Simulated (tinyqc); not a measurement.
Worked calculation: G0W0 on RHF in the sto-3g basis, for LiH, spin multiplicity 1. Computed by tinyqc, a small Python program that keeps every step (integrals from PySCF). Settings: charge = 0, multiplicity = 1, basis = sto-3g, method = RHF, energy threshold = 1e-10, iteration cap = 56, orthogonalisation = symmetric, start = atomic densities, DIIS depth = 6. Command: `OMP_NUM_THREADS=1 python tinyqc.py 23828 23829 out.jsonl` (the two numbers bound the seeds that draw the settings). One thread of a shared host (Intel(R) Xeon(R) Processor @ 2.60GHz), about 0.1 s of CPU time with the checks. The early iterations of the SCF are left out here.

## One-electron integrals

Geometry (angstrom):
```
atom         x         y         z
Li    0.000000  0.000000  0.000000
H     0.000000  0.000000  1.499000
```

Basis sto-3g: exponents (1/bohr^2) and contraction coefficients of normalised primitives:
```
element  l (shell)   exponent  coefficient
Li           s (1)  16.119575     0.154329
Li           s (1)   2.936201     0.535328
Li           s (1)   0.794651     0.444635
Li           s (2)   0.636290    -0.099967
Li           s (2)   0.147860     0.399513
Li           s (2)   0.048089     0.700115
Li           p (3)   0.636290     0.155916
Li           p (3)   0.147860     0.607684
Li           p (3)   0.048089     0.391957
H            s (1)   3.425251     0.154329
H            s (1)   0.623914     0.535328
H            s (1)   0.168855     0.444635
```

Overlap, kinetic and nuclear-attraction integrals over the contracted functions; the nuclear repulsion is the sum of Za Zb / Rab.

nuclear repulsion = 1.05906046 hartree

overlap S, lower triangle:
```
           1Li 1s    1Li 2s   1Li 2px   1Li 2py   1Li 2pz     2H 1s
1Li 1s   1.000000
1Li 2s   0.241137  1.000000
1Li 2px  0.000000  0.000000  1.000000
1Li 2py  0.000000  0.000000  0.000000  1.000000
1Li 2pz  0.000000  0.000000  0.000000  0.000000  1.000000
2H 1s    0.082438  0.420515  0.000000  0.000000  0.530313  1.000000
```

kinetic energy T (hartree), lower triangle:
```
            1Li 1s    1Li 2s   1Li 2px   1Li 2py   1Li 2pz     2H 1s
1Li 1s    3.576786
1Li 2s   -0.020237  0.102163
1Li 2px   0.000000  0.000000  0.319682
1Li 2py   0.000000  0.000000  0.000000  0.319682
1Li 2pz   0.000000  0.000000  0.000000  0.000000  0.319682
2H 1s    -0.017107  0.049093  0.000000  0.000000  0.144744  0.760032
```

nuclear attraction V (hartree), lower triangle:
```
            1Li 1s     1Li 2s    1Li 2px    1Li 2py    1Li 2pz      2H 1s
1Li 1s   -8.335902
1Li 2s   -1.049457  -1.509254
1Li 2px   0.000000   0.000000  -1.465123
1Li 2py   0.000000   0.000000   0.000000  -1.465123
1Li 2pz  -0.018328  -0.127529   0.000000   0.000000  -1.567613
2H 1s    -0.359443  -0.806952   0.000000   0.000000  -1.032786  -2.281368
```

core Hamiltonian H = T + V (hartree), lower triangle:
```
            1Li 1s     1Li 2s    1Li 2px    1Li 2py    1Li 2pz      2H 1s
1Li 1s   -4.759115
1Li 2s   -1.069695  -1.407090
1Li 2px   0.000000   0.000000  -1.145442
1Li 2py   0.000000   0.000000   0.000000  -1.145442
1Li 2pz  -0.018328  -0.127529   0.000000   0.000000  -1.247931
2H 1s    -0.376550  -0.757859   0.000000   0.000000  -0.888041  -1.521336
```

## Two-electron integrals

Functions are numbered as in S; the eight-fold symmetry (ij|kl) = (ji|kl) = (kl|ij) leaves the list below.

Two-electron integrals (ij|kl) in chemists' order, unique and non-zero (hartree):
```
(11|11) 1.680395   (21|11) 0.265420   (21|21) 0.049941   (22|11) 0.397727
(22|21) 0.092860   (22|22) 0.290562   (31|31) 0.008981   (32|31) 0.013788
(32|32) 0.064184   (33|11) 0.396640   (33|21) 0.092880   (33|22) 0.290497
(33|33) 0.312946   (41|41) 0.008981   (42|41) 0.013788   (42|42) 0.064184
(43|43) 0.016869   (44|11) 0.396640   (44|21) 0.092880   (44|22) 0.290497
(44|33) 0.279207   (44|44) 0.312946   (51|51) 0.008981   (52|51) 0.013788
(52|52) 0.064184   (53|53) 0.016869   (54|54) 0.016869   (55|11) 0.396640
(55|21) 0.092880   (55|22) 0.290497   (55|33) 0.279207   (55|44) 0.279207
(55|55) 0.312946   (61|11) 0.088653   (61|21) 0.016749   (61|22) 0.031598
(61|33) 0.031225   (61|44) 0.031225   (61|51) 0.001978   (61|52) 0.003782
(61|55) 0.032360   (61|61) 0.006139   (62|11) 0.167168   (62|21) 0.039297
(62|22) 0.125389   (62|33) 0.119485   (62|44) 0.119485   (62|51) 0.006442
(62|52) 0.035585   (62|55) 0.137064   (62|61) 0.015623   (62|62) 0.084011
(63|31) 0.003545   (63|32) 0.015400   (63|53) 0.005817   (63|63) 0.006852
(64|41) 0.003545   (64|42) 0.015400   (64|54) 0.005817   (64|64) 0.006852
(65|11) 0.195785   (65|21) 0.046598   (65|22) 0.154687   (65|33) 0.144528
(65|44) 0.144528   (65|51) 0.010073   (65|52) 0.054404   (65|55) 0.174806
(65|61) 0.019462   (65|62) 0.114546   (65|65) 0.159302   (66|11) 0.350998
(66|21) 0.084079   (66|22) 0.290528   (66|33) 0.265818   (66|44) 0.265818
(66|51) 0.016974   (66|52) 0.108583   (66|55) 0.339446   (66|61) 0.035372
(66|62) 0.237980   (66|65) 0.338639   (66|66) 0.774606
```

## Orthogonalisation

S = U s U^T; symmetric (Loewdin) form X = U s^(-1/2) U^T, so that X^T S X = 1.

eigenvalues of S: 0.319463  0.797666  1.000000  1.000000  1.165563  1.717309

X, lower triangle:
```
            1Li 1s     1Li 2s   1Li 2px   1Li 2py    1Li 2pz     2H 1s
1Li 1s    1.022972
1Li 2s   -0.126528   1.126261
1Li 2px   0.000000   0.000000  1.000000
1Li 2py   0.000000   0.000000  0.000000  1.000000
1Li 2pz  -0.001682   0.129928  0.000000  0.000000   1.163136
2H 1s    -0.001034  -0.307400  0.000000  0.000000  -0.386698  1.265902
```

## Iteration 8 (converged): orbitals

converged F (hartree), lower triangle:
```
            1Li 1s     1Li 2s   1Li 2px   1Li 2py    1Li 2pz      2H 1s
1Li 1s   -2.344114
1Li 2s   -0.639973  -0.231458
1Li 2px   0.000000   0.000000  0.163747
1Li 2py   0.000000   0.000000  0.000000  0.163747
1Li 2pz   0.013461  -0.112225  0.000000  0.000000  -0.010572
2H 1s    -0.224302  -0.285007  0.000000  0.000000  -0.241299  -0.170443
```

Diagonalise F' = X^T F X, C = X C', fill 2 alpha and 2 beta electrons from the bottom; D = 2 C_occ C_occ^T. Each column has its largest component positive (the first on a tie).

F' = X^T F X (hartree), lower triangle:
```
           1          2         3         4          5         6
1  -2.290781
2  -0.347731   0.000874
3   0.000000   0.000000  0.163747
4   0.000000   0.000000  0.000000  0.163747
5   0.030107   0.027433  0.000000  0.000000   0.168015
6  -0.060509  -0.289239  0.000000  0.000000  -0.328800  0.134976
```

orbital energies (hartree): MO1 -2.346821, MO2 -0.293641, MO3 0.078999, MO4 0.163747, MO5 0.163747, MO6 0.574547

coefficients C:
```
               MO1        MO2        MO3        MO4       MO5        MO6
1Li 1s    0.991111  -0.174581  -0.208646   0.000000  0.000000   0.078567
1Li 2s    0.031983   0.445971   0.801467   0.000000  0.000000  -0.744034
1Li 2px   0.000000   0.000000   0.000000  -0.438146  0.898904   0.000000
1Li 2py   0.000000   0.000000   0.000000   0.898904  0.438146   0.000000
1Li 2pz  -0.007200   0.349567  -0.612791   0.000000  0.000000  -1.010714
2H 1s     0.007047   0.543984  -0.133705   0.000000  0.000000   1.238020
```

D after iteration 8, lower triangle:
```
            1Li 1s    1Li 2s   1Li 2px   1Li 2py   1Li 2pz     2H 1s
1Li 1s    2.025559
1Li 2s   -0.092319  0.399827
1Li 2px   0.000000  0.000000  0.000000
1Li 2py   0.000000  0.000000  0.000000  0.000000
1Li 2pz  -0.136328  0.311333  0.000000  0.000000  0.244498
2H 1s    -0.175971  0.485653  0.000000  0.000000  0.380216  0.591936
```

Within a degenerate level the vectors are fixed only up to a rotation; this is one choice.

## Convergence

Stop when the energy changes by less than 1e-10 hartree and every element of the error matrix X^T (F D S - S D F) X is below 3e-06.

Course of the cycle:
```
iteration  E (hartree)     change  largest element of the error matrix
1          -7.67399186          -                             2.06e-01
2          -7.85524379  -1.81e-01                             7.47e-02
3          -7.86229619  -7.05e-03                             1.88e-02
4          -7.86319251  -8.96e-04                             5.27e-03
5          -7.86335265  -1.60e-04                             2.31e-04
6          -7.86335285  -1.96e-07                             1.80e-05
7          -7.86335285  -8.14e-10                             7.55e-07
8          -7.86335285  -8.83e-13                             2.89e-07
```

PySCF RHF in the same basis = -7.86335285 hartree

Converged in 8 iterations.

## Integrals over molecular orbitals

(pq|rs) = sum C_ip C_jq C_kr C_ls (ij|kl), one index at a time.

one-electron integrals over orbitals h = C^T H C (hartree), lower triangle:
```
           1          2          3          4          5          6
1  -4.749469
2   0.109647  -1.532482
3   0.168169   0.035645  -1.132603
4   0.000000   0.000000   0.000000  -1.145442
5   0.000000   0.000000   0.000000   0.000000  -1.145442
6  -0.025555  -0.083454   0.032321   0.000000   0.000000  -0.933411
```

Two-electron integrals over orbitals (pq|rs), unique and non-zero (hartree):
```
(11|11) 1.658162    (21|11) -0.116913   (21|21) 0.014713    (22|11) 0.379600
(22|21) 0.007266    (22|22) 0.494354    (31|11) -0.137625   (31|21) 0.011547
(31|22) -0.017103   (31|31) 0.021511    (32|11) 0.011410    (32|21) -0.003663
(32|22) -0.046919   (32|31) 0.000234    (32|32) 0.012130    (33|11) 0.395966
(33|21) -0.011680   (33|22) 0.226656    (33|31) 0.002003    (33|32) 0.006149
(33|33) 0.338824    (41|41) 0.009819    (42|41) 0.007578    (42|42) 0.023993
(43|41) 0.010243    (43|42) 0.019210    (43|43) 0.041316    (44|11) 0.396308
(44|21) -0.004595   (44|22) 0.275192    (44|31) -0.004939   (44|32) 0.004719
(44|33) 0.282219    (44|44) 0.312946    (51|51) 0.009819    (52|51) 0.007578
(52|52) 0.023993    (53|51) 0.010243    (53|52) 0.019210    (53|53) 0.041316
(54|54) 0.016869    (55|11) 0.396308    (55|21) -0.004595   (55|22) 0.275192
(55|31) -0.004939   (55|32) 0.004719    (55|33) 0.282219    (55|44) 0.279207
(55|55) 0.312946    (61|11) 0.043308    (61|21) -0.008127   (61|22) -0.005993
(61|31) -0.001255   (61|32) 0.001234    (61|33) 0.009588    (61|44) 0.000183
(61|55) 0.000183    (61|61) 0.007227    (62|11) -0.028483   (62|21) 0.005768
(62|22) 0.132292    (62|31) -0.000752   (62|32) -0.033483   (62|33) -0.009439
(62|44) -0.010863   (62|55) -0.010863   (62|61) 0.000425    (62|62) 0.122945
(63|11) 0.017403    (63|21) -0.004272   (63|22) -0.050932   (63|31) 0.004505
(63|32) 0.008436    (63|33) 0.036049    (63|44) 0.001400    (63|55) 0.001400
(63|61) 0.004181    (63|62) -0.031050   (63|63) 0.026302    (64|41) -0.005991
(64|42) -0.019518   (64|43) -0.013867   (64|64) 0.019470    (65|51) -0.005991
(65|52) -0.019518   (65|53) -0.013867   (65|65) 0.019470    (66|11) 0.361676
(66|21) 0.004334    (66|22) 0.457388    (66|31) -0.011368   (66|32) -0.042149
(66|33) 0.242028    (66|44) 0.269304    (66|55) 0.269304    (66|61) -0.002112
(66|62) 0.140527    (66|63) -0.043552   (66|66) 0.456383
```

## Screening: direct RPA

With D = e_a - e_i and K = (ia|jb): diagonalise D^(1/2) (D + 4K) D^(1/2) = Z w^2 Z^T; X + Y = D^(1/2) Z w^(-1/2), each column of Z with its largest component positive (the first on a tie); E_c = (sum w - tr (D + 2K)) / 2.

D^(1/2) (D + 4K) D^(1/2) (hartree^2), lower triangle:
```
           1>3       1>4       1>5       1>6        2>3       2>4       2>5       2>6
1>3   6.093332
1>4   0.000000  6.401557
1>5   0.000000  0.000000  6.401557
1>6  -0.013359  0.000000  0.000000  8.618835
2>3   0.000891  0.000000  0.000000  0.005149   0.156942
2>4   0.000000  0.032480  0.000000  0.000000   0.000000  0.253100
2>5   0.000000  0.000000  0.032480  0.000000   0.000000  0.000000  0.253100
2>6  -0.004364  0.000000  0.000000  0.002705  -0.076180  0.000000  0.000000  1.180707
```

excitation energies w (hartree): 0.388974  0.502920  0.502920  1.089192  2.468454  2.530164  2.530164  2.935798

X + Y:
```
             1          2          3          4          5         6          7          8
1>3  -0.000242   0.000000   0.000000   0.001342   0.991312  0.000000   0.000000  -0.004808
1>4   0.000000   0.005650  -0.010362   0.000000   0.000000  0.145307   0.985451   0.000000
1>5   0.000000  -0.010362  -0.005650   0.000000   0.000000  0.985451  -0.145307   0.000000
1>6  -0.001727   0.000000   0.000000  -0.000508   0.005755  0.000000   0.000000   0.997525
2>3   0.976110   0.000000   0.000000  -0.043168   0.000065  0.000000   0.000000   0.000215
2>4   0.000000  -0.456520   0.837275   0.000000   0.000000  0.000328   0.002222   0.000000
2>5   0.000000   0.837275   0.456520   0.000000   0.000000  0.002222  -0.000328   0.000000
2>6   0.110261   0.000000   0.000000   0.890366  -0.000527  0.000000   0.000000   0.000196
```

RPA correlation energy = -0.01910784 hartree

Within a degenerate level the vectors are fixed only up to a rotation; this is one choice.

## G0W0 on Hartree-Fock: HOMO

W(p,q,m) = sqrt2 sum_ia (pq|ia) (X+Y)_ia,m; Sigma_c(x) = sum_(i,m) W^2/(x - e_i + w_m) + sum_(a,m) W^2/(x - e_a - w_m); solve x = e_p + Sigma_c(x) by Newton steps; Z = 1/(1 - dSigma/dx); 1 hartree = 27.211386 eV.

The 12 largest terms at x = e_p (hartree; W for the signs of X + Y given):
```
q  m          W       term
2  4   0.169414   0.026351
6  4   0.156850  -0.012569
2  1  -0.044119   0.005004
3  4  -0.042902  -0.001259
5  2   0.028299  -0.000834
4  3   0.028299  -0.000834
6  1  -0.027051  -0.000582
4  2  -0.015430  -0.000248
5  3   0.015430  -0.000248
2  5  -0.024129   0.000236
3  1   0.011521  -0.000174
1  5   0.016118   0.000057
```

Newton steps (hartree):
```
step          x  Sigma_c(x)         Z
0     -0.293641    0.014897  0.954707
1     -0.279419    0.014232  0.955905
2     -0.279410    0.014231  0.955906
```

quasiparticle energy of the HOMO = -7.603144 eV

Hartree-Fock value = -7.990391 eV

## G0W0 on Hartree-Fock: LUMO

As before.

The 12 largest terms at x = e_p (hartree; W for the signs of X + Y given):
```
q  m          W       term
2  4  -0.042902   0.001259
6  4  -0.039607  -0.000990
5  2   0.022596  -0.000869
4  3   0.022596  -0.000869
4  2  -0.012320  -0.000258
5  3   0.012320  -0.000258
1  5   0.030148   0.000186
2  1   0.011521   0.000174
3  4  -0.012264  -0.000138
3  1   0.006993  -0.000126
5  6   0.014336  -0.000079
4  7   0.014336  -0.000079
```

Newton steps (hartree):
```
step         x  Sigma_c(x)         Z
0     0.078999   -0.002189  0.993849
1     0.076823   -0.002176  0.993879
2     0.076823   -0.002176  0.993879
```

quasiparticle energy of the LUMO = 2.090471 eV

Hartree-Fock value = 2.149670 eV
